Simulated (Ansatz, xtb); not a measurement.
## Relative energy of two isomers of CH6NSi−

Structure X: `[CH2-][SiH2]N`, a singlet. Structure Y: `C[SiH2][NH-]`, a singlet. Both are isolated ions in the gas phase, relaxed with BLYP-D3(BJ)/def2-SVPD; the shapes shown needn't be the lowest conformers.

X (Å):

```xyz
9

C    -0.7559    1.8088   -1.6206
N     1.4206   -0.0811   -0.7633
Si    0.9937    1.5613   -1.4088
H    -1.1327    2.2767   -2.5454
H    -1.4724    1.8064   -0.7810
H     1.8783    2.3401   -0.4024
H     1.7014    1.8407   -2.7403
H     2.4036   -0.2702   -0.5315
H     1.0134   -0.8733   -1.2699
```

Y (Å):

```xyz
9

C    -0.1410    0.9262   -0.8475
N    -0.2180   -1.5938    1.0562
Si    0.4852   -0.1038    0.6902
H    -1.1910    1.2611   -0.7045
H    -0.1104    0.3141   -1.7736
H     0.4871    1.8329   -1.0065
H     0.5223    1.0283    1.7553
H     1.9648   -0.2950    0.3596
H    -1.1687   -1.5483    1.4495
```

Quicker runs give these differences E(Y) − E(X): GFN2-xTB −31.7 kcal/mol; HF/STO-3G −17.1 kcal/mol (at GFN2-xTB geometries); r2SCAN-D4/def2-SVPD −15.6 kcal/mol (at GFN2-xTB geometries).

Problem. Estimate E(Y) − E(X) at the level CCSD(T)/def2-SVPD + ΔMP2/def2-TZVPPD.

Solution. Calculated at CCSD(T)/def2-SVPD + ΔMP2/def2-TZVPPD: E(Y) − E(X) = −11.8 kcal/mol, so structure Y lies lower.

How the difference moves with the method:

```tsv
level	geometry	E(Y) − E(X) (kcal/mol)	departure from the last row (kcal/mol)	job, with rough time for the two
GFN2-xTB	GFN2-xTB	−31.7	−19.9	optimisation, 0.16 s
HF/STO-3G	GFN2-xTB	−17.1	−5.3	single point, 0.16 s
r2SCAN-D4/def2-SVPD	GFN2-xTB	−15.6	−3.8	single point, 2.5 s
BLYP-D3(BJ)/def2-SVPD	BLYP-D3(BJ)/def2-SVPD	−12.1	−0.4	optimisation, 20 s
HF/def2-SVPD	BLYP-D3(BJ)/def2-SVPD	−11.4	+0.4	part of the CCSD(T) run
MP2/def2-SVPD	BLYP-D3(BJ)/def2-SVPD	−12.7	−0.9	part of the CCSD(T) run
CCSD(T)/def2-SVPD	BLYP-D3(BJ)/def2-SVPD	−12.3	−0.5	single point
CCSD(T)/def2-SVPD + ΔMP2/def2-TZVPPD	BLYP-D3(BJ)/def2-SVPD	−11.8		single point, 15 s
```

As drawn, Y has 1 C–H in place of 1 N–H.

None of the levels shown reverses the order. The largest departure from CCSD(T)/def2-SVPD + ΔMP2/def2-TZVPPD is that of GFN2-xTB, 19.9 kcal/mol. The last row adds to CCSD(T) the change of the MP2 difference between the two basis sets, here +0.5 kcal/mol.

With harmonic frequencies from BLYP-D3(BJ)/def2-SVPD (ideal gas, rigid rotor, one conformer each, 298.15 K, 1 atm): the zero-point term adds +0.4 kcal/mol; ΔH is −11.7 and ΔG −11.3 kcal/mol.

The correlated steps freeze 7 core orbitals. Run with Ansatz 0.2.0, xtb 6.7.1; the last row on 2 threads of Arm Neoverse V2 on a shared host.
